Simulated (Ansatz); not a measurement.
**BO (doublet): from Hartree-Fock to the top rungs, def2-TZVPP**

One table from this session's results is given with a row withheld; the runs are named, their logs left out.

Program: Ansatz 0.2.0, Gaussian basis. Level of theory: def2-TZVPP, core rule «outside noble gas», up to 2 orbitals frozen. These are calculated values, not measurements.

To be run: UHF; ROHF; CCSD(T) on UHF.

2 further runs of the same task are left out: 2 set aside as unsound or not needed.

## What is computed

The geometry is a PBE0/def2-TZVP stationary point (not a proven minimum).

2 atoms, charge 0, spin multiplicity 2.

Atoms are counted from 1 here; the program's logs count them from 0.

Bond lengths: B1–O2 1.201 Å.

The first run:

File in.yaml:

```yaml
crystal:
  periodic: [false, false, false]
  atoms:
    - {symbol: B, position_ang: [0.000000, 0.000000, 0.000000]}
    - {symbol: O, position_ang: [0.000000, 0.000000, 1.200581]}
basis:
  gaussian: {orbitals: def2-TZVPP}
magnetization: {spin_polarized: true, initial_magnetization: 1}
hamiltonian: {xc: hf}
output: {orbitals: {seedname: orbitals}}
```

The run is started by

```bash
> ansatz run in.yaml --threads 1 --pin off --events-out ev --progress --plain --max-ram 2816MiB --backend cpu
```

Steps of the session up to this table: UHF; ROHF; CCSD(T) on UHF.

One of the session's tables, all rows but one given; the rest of the session is left out.

```
  method  from UCCSD(T) (meV)
    ROHF              +8572.9
     UHF                    ?
    UMP2               +423.5
   UCCSD               +384.6
UCCSD(T)                    0
```

Q: Estimate the row for UHF from the others.

As computed: from UCCSD(T) (meV): +8481.3. In the column «from UCCSD(T) (meV)» it lies between UMP2 (+423.5) and ROHF (+8572.9).

With the free atoms at the same levels and basis (separate runs), the atomisation energy is 8.107 eV at UCCSD(T), 5.980 eV at ROHF.
